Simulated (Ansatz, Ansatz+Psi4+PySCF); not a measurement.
```csv
atom,x (Å),y (Å),z (Å)
Si,0.0000,0.0000,-0.9882
Si,0.0000,0.0000,0.9882
```

Basis set: cc-pV(T+d)Z (spherical functions). Left uncorrelated: 10 orbitals. Correlation on ROHF uses semicanonical orbitals with singles. Charge 0, multiplicity 3.

Computed with Ansatz (development build ahead of 0.2.0); the reference of a correlated method needn't be the lowest determinant of its kind.

Task: Give the atomization energy at this shape (free ground-state atoms in the same class of orbitals less the molecule, no zero-point energy) of triplet Si₂ by UHF-BCCD(T), ROHF-CCSD(T).

Result:

```tsv
method	atomization energy
UHF-BCCD(T)	2.61 eV
ROHF-CCSD(T)	2.61 eV
```

Caution: the reference determinant was not shown to be the lowest; the shape is not the minimum.
